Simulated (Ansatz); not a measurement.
## Scan of PH₄, doublet

Starting geometry (PBE0/def2-TZVP stationary point for this spin, not checked as a minimum):

```xyz
5

P     0.0456    0.0000    0.0000
H     0.1616    0.0000   -1.5147
H    -0.8626    1.0782    0.0000
H    -0.8626   -1.0782    0.0000
H     0.1616    0.0000    1.5147
```

From there H2 moves along the line of the two atoms named below, all else staying in place; atoms are numbered as listed. Energies are in eV, counted from the starting geometry at the same level.

Basis cc-pVDZ; Ansatz 0.2.0. Correlated methods freeze the noble-gas cores. Prefix R: restricted or restricted open-shell reference. Active spaces: valence = (9e, 8o) chosen from the atoms' valence shells.

Runs in a small pair space aren't shown, since their orbitals change along the scan.

Full CI isn't at hand for all of this; RCCSDTQ serves as the reference, and is uncertain by the last step of the cluster series or more.

| distance P1-H2 (Å) | NEVPT2 (valence space) |
| --- | --- |
| 1.373 | 0.231 |
| 1.519 | 0.000 |
| 1.690 | 0.027 |
| 2.054 | 0.223 |
| 2.864 | 0.200 |
| 4.046 | 0.161 |

Question: Estimate the RCCSDTQ curve in cc-pVDZ from this one, knowing how NEVPT2 (valence space) errs.

Answer: The computed RCCSDTQ values, in eV from the starting point, and the error of NEVPT2 (valence space) against them:
| distance P1-H2 (Å) | RCCSDTQ | NEVPT2 (valence space) less RCCSDTQ |
| --- | --- | --- |
| 1.373 | 0.209 | 0.022 |
| 1.519 | 0.000 | 0.000 |
| 1.690 | 0.047 | -0.020 |
| 2.054 | 0.271 | -0.048 |
| 2.864 | 0.259 | -0.059 |
| 4.046 | 0.227 | -0.066 |

The error spans 0.088 eV and is largest, -0.066 eV, at 4.046 Å.

These errors take the starting point as zero, where NEVPT2 (valence space) itself lies 0.866 eV above RCCSDTQ in total energy. In total energy its miss is smallest, 0.800 eV, at 4.046 and largest, 0.888 eV, at 1.373 Å.
